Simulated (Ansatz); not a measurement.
# SiH3 (doublet): from Hartree-Fock to the top rungs at distance H1–H2 along a hydrogen transfer = 0.832 Å, cc-pVTZ

One table from this session's results is given with a row withheld; the runs are named, their logs left out.

The runs use Ansatz 0.2.0, Gaussian basis; cc-pVTZ, core rule «outside noble gas», up to 5 orbitals frozen.

The runs, in order: UHF; CCSD(T) on ROHF; CCSD(T) on UHF; BCCD(T) on ROHF; CCSDT(Q) on ROHF; CCSDT(Q) on UHF; CASSCF and NEVPT2, 3 electrons in 3 orbitals; CASSCF and NEVPT2, 7 electrons in 7 orbitals.

6 further runs of the same task are left out: 1 for a mislabelled method, 3 that didn't finish, 2 set aside as unsound or not needed.

## What is computed

The geometry derives from fragments relaxed apart (PBE0/def2-TZVP) and kept rigid, so it is no stationary point. A hydrogen atom is moved between rigid fragments.

4 atoms, charge 0, spin multiplicity 2.

Atoms are counted from 1 here; the program's logs count them from 0.

Bond lengths: H1–H2 0.832 Å, Si3–H4 1.532 Å.

Set-up of the first run:

in.yaml reads:

```yaml
crystal:
  periodic: [false, false, false]
  atoms:
    - {symbol: H, position_ang: [-2.650880, 0.047936, 0.000000]}
    - {symbol: H, position_ang: [-1.818880, 0.047936, 0.000000]}
    - {symbol: Si, position_ang: [0.141120, 0.047936, 0.000000]}
    - {symbol: H, position_ang: [0.537554, -1.431577, 0.000000]}
basis:
  gaussian: {orbitals: cc-pVTZ}
magnetization: {spin_polarized: true, initial_magnetization: 1}
hamiltonian: {xc: hf}
output: {orbitals: {seedname: orbitals}}
```

Run with:

```bash
> ansatz run in.yaml --threads 1 --pin off --events-out ev --progress --plain --max-ram 2393MiB
```

Steps of the session up to this table: UHF; CCSD(T) on ROHF; CCSD(T) on UHF; BCCD(T) on ROHF; CCSDT(Q) on ROHF; CCSDT(Q) on UHF; CASSCF and NEVPT2, 3 electrons in 3 orbitals; CASSCF and NEVPT2, 7 electrons in 7 orbitals.

One of the session's tables, all rows but one given; the rest of the session is left out.

| method | from UCCSDT(Q) (kJ/mol) |
| --- | --- |
| ROHF | +423.7 |
| UHF | +410.3 |
| RMP2 | ? |
| UMP2 | +97.5 |
| RCCSD | +14.3 |
| UCCSD | +13.8 |
| RCCSD(T) | +2.9 |
| UCCSD(T) | +2.9 |
| BCCD(T) | +2.9 |
| RCCSDT | +0.4 |
| UCCSDT | +0.4 |
| RCCSDT(Q) | +0.1 |
| UCCSDT(Q) | 0 |
| CASSCF pair | +369.0 |
| NEVPT2 pair | +94.0 |
| CASSCF valence | +277.6 |
| NEVPT2 valence | +83.0 |

Estimate the missing values for RMP2.

As computed: from UCCSDT(Q) (kJ/mol): +93.5. In the column «from UCCSDT(Q) (kJ/mol)» it lies between NEVPT2 valence (+83.0) and NEVPT2 pair (+94.0).

Limits of these values: Restricted and unrestricted rows rest on different reference determinants; where their highest levels disagree by more than a few hundredths of an eV, they describe different states and don't form one ladder.
